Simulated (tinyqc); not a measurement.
Worked calculation: geometry optimisation on the UHF/sto-6g surface (energies and gradients from PySCF), for NH3+, spin multiplicity 2. Computed by tinyqc, a small Python program that keeps every step (integrals from PySCF). Settings: charge = 1, multiplicity = 2, basis = sto-6g, optimiser = bfgs, first Hessian = 0.6, largest step = 0.5, iteration cap = 30. Command: `OMP_NUM_THREADS=1 python tinyqc.py 29160 29161 out.jsonl` (the two numbers bound the seeds that draw the settings). One thread of a shared host (Intel(R) Xeon(R) Processor @ 2.60GHz), about 2 s of CPU time with the checks.

## Step 1: energy and gradient

positions at the start (bohr):
```
           x         y         z
1N   0.01323  -0.07748   0.59904
2H   1.62894   0.03024  -0.03024
3H  -0.80691   1.41540   0.01134
4H  -0.92219  -1.46265  -0.07181
```

Self-consistent energy and analytic gradient at these positions.

energy = -55.6641723 hartree

gradient (hartree/bohr):
```
             x           y           z
1N   0.0608713  -0.0012371  -0.0742114
2H  -0.2001592   0.0030156   0.0418367
3H   0.0718505  -0.1235654   0.0102011
4H   0.0674374   0.1217869   0.0221736
```

## Step 1: move

Quasi-Newton step p = -H^(-1) g (first H = 0.6 times the unit matrix); steps longer than 0.5 bohr are cut back (factor 0.992 here).

positions after step 1 (bohr):
```
           x         y         z
1N  -0.08742  -0.07543   0.72175
2H   1.95990   0.02525  -0.09941
3H  -0.92571   1.61971  -0.00553
4H  -1.03369  -1.66402  -0.10847
```

## Step 2: energy and gradient

As before.

energy = -55.6985631 hartree

gradient (hartree/bohr):
```
             x           y           z
1N  -0.0689466  -0.0160571   0.1197923
2H   0.0612329   0.0120430  -0.0553107
3H   0.0083152   0.0033206  -0.0334210
4H  -0.0006014   0.0006935  -0.0310607
```

## Step 2: move

inverse Hessian in use (bohr^2/hartree), lower triangle:
```
           1         2         3         4         5         6         7         8
1    1.57398
2   -0.01290   1.66723
3    0.14325   0.01511   1.45514
4    0.16468   0.04525  -0.30025   1.58578
5    0.00849  -0.00090  -0.00886  -0.03487   1.66774
6   -0.07041  -0.00873   0.10663   0.13524   0.00551   1.61366
7   -0.03347  -0.01676   0.07651  -0.05530   0.01379  -0.03092   1.71679
8    0.07248   0.02853  -0.14977   0.04605  -0.02297   0.06343  -0.06859   1.75435
9   -0.03404  -0.00178   0.04657   0.08847   0.00051  -0.02452  -0.02746   0.04972
10  -0.03853  -0.01559   0.08049  -0.02850   0.01259  -0.03391   0.03864  -0.04993
11  -0.06807  -0.02819   0.14352  -0.05643   0.02281  -0.06021   0.07157  -0.09323
12  -0.03880  -0.00460   0.05832   0.07654   0.00285  -0.02911  -0.01813   0.03662

           9        10        11       12
9    1.65786
10  -0.02696   1.69505
11  -0.04844   0.05293   1.76528
12  -0.01324  -0.01961  -0.03487  1.65070
```

Quasi-Newton step p = -H^(-1) g (the inverse Hessian comes from BFGS updates; coordinates in the order x, y, z of each atom); steps longer than 0.5 bohr are cut back.

positions after step 2 (bohr):
```
           x         y         z
1N  -0.01263  -0.05475   0.58512
2H   1.92441   0.00930  -0.03793
3H  -0.95150   1.64165   0.03481
4H  -1.04721  -1.69069  -0.07367
```

## Step 3: energy and gradient

As before.

energy = -55.7205113 hartree

gradient (hartree/bohr):
```
             x           y           z
1N   0.0006757   0.0006485   0.0717454
2H   0.0108313   0.0068806  -0.0239464
3H   0.0005452   0.0022735  -0.0227295
4H  -0.0120522  -0.0098027  -0.0250695
```

## Step 3: move

inverse Hessian in use (bohr^2/hartree), lower triangle:
```
           1         2         3         4         5         6         7         8
1    1.34359
2   -0.07041   1.65304
3    0.01472  -0.03174   2.69358
4    0.28348   0.07516  -0.25656   1.52492
5   -0.00181  -0.00508   0.12717  -0.03200   1.68262
6   -0.07757  -0.00562  -0.33191   0.14643  -0.04184   1.75757
7   -0.00871  -0.01205   0.22070  -0.07031   0.02901  -0.07340   1.72710
8    0.06450   0.02814  -0.29637   0.05261  -0.03871   0.11033  -0.08188   1.76949
9    0.02131   0.01686  -0.35089   0.06731  -0.04337   0.11927  -0.07603   0.09811
10   0.04830   0.00730   0.02114  -0.07142   0.00481   0.00454   0.01859  -0.03523
11   0.00773  -0.00943   0.20094  -0.09577   0.02784  -0.06287   0.06493  -0.09225
12   0.04154   0.02050  -0.34411   0.04283  -0.04196   0.12173  -0.07127   0.08792

           9        10        11       12
9    1.78461
10  -0.01259   1.67120
11  -0.07161   0.02312   1.74051
12   0.11368  -0.01309  -0.06647  1.77537
```

As before.

positions after step 3 (bohr):
```
           x         y         z
1N  -0.01742  -0.05358   0.37201
2H   1.93051  -0.01369   0.03172
3H  -0.97193   1.66432   0.10477
4H  -1.02809  -1.69154  -0.00016
```

## Convergence

Stop when the largest gradient component is below 3e-5 hartree/bohr. The inverse Hessian follows the BFGS update with s = step, y = change of gradient.

Course of the optimisation:
```
step  E (hartree)  largest gradient (hartree/bohr)
1     -55.6641723                         2.00e-01
2     -55.6985631                         1.20e-01
3     -55.7205113                         7.17e-02
4     -55.7326663                         1.87e-02
5     -55.7358399                         2.44e-02
6     -55.7364779                         1.53e-02
7     -55.7368307                         6.95e-03
8     -55.7369143                         1.71e-03
9     -55.7369377                         9.95e-04
10    -55.7369392                         3.39e-04
11    -55.7369399                         2.21e-04
12    -55.7369403                         9.96e-05
13    -55.7369403                         1.98e-05
```

Final distances (angstrom):
```
pair   distance
2H-1N   1.05478
3H-1N   1.05480
3H-2H   1.82694
4H-1N   1.05478
4H-2H   1.82694
4H-3H   1.82696
```

Converged in 13 steps.
